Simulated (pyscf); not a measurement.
PySCF, gas phase, ωB97X-D3(BJ)/def2-SVP geometries.

Q: Estimate by transition-state theory the rate constant of `[OH][Si]([OH])([OH])[O][Si]([OH])([OH])[OH]` + `[FH]` → `[OH2]` + `[OH][Si]([OH])([OH])[O][Si]([OH])([OH])[F]` (singlet surface; O–Si, F–H broken, H–O, F–Si formed) at 298 K, with ωB97M-D3(BJ)/def2-TZVP energies (ideal gas, 1 atm, RRHO with modes under 100 cm⁻¹ raised to 100, one conformer, R ln 2 for chiral ones without a mode under 150 cm⁻¹; no tunnelling).

A: The electronic barrier is 12.4 kcal/mol and the thermal terms add +10.9, so ΔG‡ = 23.3 kcal/mol. With k_BT/h = 6.21e+12 s⁻¹ and RT = 0.592 kcal/mol, and a volume of 4.06e-20 cm³ per molecule at 1 atm, k = 2.1e-24 cm³ molecule⁻¹ s⁻¹. Wigner's tunnelling factor for 751i cm⁻¹ would be 1.55, likely too low at so high a frequency. A shift of 1 kcal/mol in the barrier changes k by a factor 5.4. On the reactant side the descent ends in a bound adduct, 10.3 kcal/mol under the separated species and 23.2 kcal/mol under the saddle at ωB97X-D3(BJ)/def2-TZVP. This is the saddle that the search found; another between the same sides may lie lower.
